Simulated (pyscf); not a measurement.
`[SiH]=[S]` [doublet] + `[H][H]` → `[SiH2]=[S]` + `[H]` [doublet], a hydrogen abstraction (doublet surface; H–H broken, H–Si formed). PySCF, gas phase, ωB97X-D3(BJ)/def2-SVP geometries. Energies in kJ/mol from the separated reactants.

Small-basis levels: PySCF, no dispersion term, spherical d functions. AM1 to PM7: differences of heats of formation from MOPAC, which are fitted to 298 K values and so differ in kind from electronic energies by zero-point and thermal terms. Open shells are spin-unrestricted. 

```json
[
 {"level": "HF/STO-3G", "barrier": "166.8", "reaction energy": "+123.2"},
 {"level": "HF/3-21G", "barrier": "113.5", "reaction energy": "+80.6"},
 {"level": "HF/6-31G*", "barrier": "94.5", "reaction energy": "+50.9"},
 {"level": "BP86/6-31G*", "barrier": "(withheld)", "reaction energy": "+120.5"},
 {"level": "PBE/6-31G*", "barrier": "102.2", "reaction energy": "+104.5"},
 {"level": "B3LYP/3-21G", "barrier": "125.1", "reaction energy": "+132.1"},
 {"level": "B3LYP/LANL2DZ", "barrier": "121.5", "reaction energy": "+126.1"},
 {"level": "B3LYP/6-31G*", "barrier": "112.2", "reaction energy": "+111.6"},
 {"level": "M06-2X/6-31G*", "barrier": "113.7", "reaction energy": "+95.5"},
 {"level": "PBE/def2-SVP", "barrier": "(withheld)", "reaction energy": "+96.7"},
 {"level": "PM3", "barrier": "137.8", "reaction energy": "+203.0"},
 {"level": "PM6", "barrier": "137.3", "reaction energy": "+179.7"},
 {"level": "ωB97M-D3(BJ)/def2-TZVP", "barrier": "(withheld)", "reaction energy": "+89.6"}
]
```

Problem. Fill in the missing entries.

Solution. 
- BP86/6-31G*, barrier: 109.8
- PBE/def2-SVP, barrier: 91.0
- ωB97M-D3(BJ)/def2-TZVP, barrier: 105.7

Against the last row the barrier runs from -14.7 (PBE/def2-SVP) to +61.1 kJ/mol (HF/STO-3G). At BP86/6-31G*, PBE/6-31G*, B3LYP/3-21G, B3LYP/LANL2DZ, PBE/def2-SVP, PM3, PM6 this geometry lies under one side, so the entry may be no barrier of that level: it is a single point on another level's saddle. ωB97M-D3(BJ)/def2-TZVP has limits of its own. One saddle was located; it need not be the lowest between these sides. The angle at the transferred H is 178°.
